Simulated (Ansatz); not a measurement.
# OsPd: from a trial structure to a relaxed crystal

These are results of DFT PBE, scalar-relativistic, plane waves, PAW in Ansatz, not measurements. Cutoff 420 eV, Γ-centred k mesh, Gaussian smearing, no spin polarisation in the final step.

OsPd was placed on the caesium chloride structure type (Pm-3m, No. 221), with Os in place of Cs, Pd in place of Cl, at a guessed volume.

```xyz
2
Lattice="3.0474 0.0000 0.0000 0.0000 3.0474 0.0000 0.0000 0.0000 3.0474" Properties=species:S:1:pos:R:3 pbc="T T T"
Pd    1.5237    1.5237    1.5237
Os    0.0000    0.0000    0.0000
```

Cell and atoms relax at zero pressure; the relaxation can't lower the symmetry of the start. After a coarse first stage the cell is made exact in the group found at 0.06 Å.

The zero of energy is the elements' standard structures at the same level; no fitted shifts are applied.

**Question.** Describe the relaxed structure.

**Answer.** It keeps Pm-3m (No. 221). The result has the caesium chloride structure. Conventional cell: a = 3.098 Å. Around Pd lie 8 Os at 2.68 Å and 6 Pd at 3.10 Å; around Os lie 8 Pd at 2.68 Å and 6 Os at 3.10 Å.

```xyz
2
Lattice="3.0978 0.0000 0.0000 0.0000 3.0978 0.0000 0.0000 0.0000 3.0978" Properties=species:S:1:pos:R:3 pbc="T T T"
Pd    1.5489    1.5489    1.5489
Os    0.0000    0.0000    0.0000
```

**Question.** What are its volume, energy, density and gap?

**Answer.** The volume per atom is 14.86 Å³ and the density is 16.57 g/cm³. The energy over the elements is 0.72 eV/atom and the gap on the 18×18×18 mesh is 0 eV (a metal).

The final run used a 18×18×18 mesh on its 2-atom cell and 0.10 eV smearing. The k mesh leaves about 4 meV/atom of noise in metals. Spin–orbit coupling is left out. A structure relaxed within its symmetry needn't be a true minimum.

Cost: 3 runs of about 0.5 core-minutes in all, on Intel Xeon Platinum 8375C (Ice Lake) (shared hosts).